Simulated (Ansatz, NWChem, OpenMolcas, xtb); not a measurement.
## Ligand exchange: BH2(NH2) + HOCN → BH2(OH) + CH2N2

Species: BH2(NH2), singlet; HOCN (cyanic acid) `N#CO`, singlet; BH2(OH), singlet; CH2N2 (cyanamide) `N#CN`, singlet. The partners trade NH2 for OH: B–NH2 and C–OH bonds give way to B–OH and C–NH2.

Shapes, held fixed at every level: PBE0-D4/def2-TZVP. Programs: Ansatz 0.2.0, NWChem 7.3.0, OpenMolcas 26.06, xtb 6.7.1. A level may come from different programs for different species; with the same settings they agree closely. The zero-point and thermal change to 298 K, harmonic and unscaled (PBE0-D4/def2-TZVP), is -0.2 kJ/mol.

(1) Estimate ΔH(298 K) of this reaction.

Results:

(1) The highest level, CCSD(T)/CBS estimate, gives ΔH(298 K) = -41.7 kJ/mol; the levels span -43.7 to -29.1. The column of differences is taken from that level and isn't an error. No measured value is set beside it here. The CBS estimate extrapolates MP2 from def2-TZVPP and def2-QZVPP and adds CCSD(T) − MP2 in the triple-zeta set, cores frozen.

| level | kind | ΔH(298 K) (kJ/mol) | less CCSD(T)/CBS estimate |
| --- | --- | --- | --- |
| GFN2-xTB | semi-empirical | -29.1 | +12.6 |
| r2SCAN-D4/def2-TZVPP | meta-GGA | -38.4 | +3.3 |
| B3LYP/6-31G* (Cartesian functions) | global hybrid | -43.5 | -1.8 |
| wB97M-V/def2-TZVPP | range-separated hybrid | -40.2 | +1.5 |
| MP2/def2-SVP | perturbation theory | -43.7 | -2.0 |
| CCSD/def2-SVP | coupled cluster or CI | -43.1 | -1.4 |
| CCSD(T)/def2-TZVPP | coupled cluster or CI | -40.5 | +1.2 |
| CCSD/def2-TZVPP | coupled cluster or CI | -42.0 | -0.3 |
| CCSD(T)/CBS estimate | coupled cluster or CI | -41.7 | 0.0 |
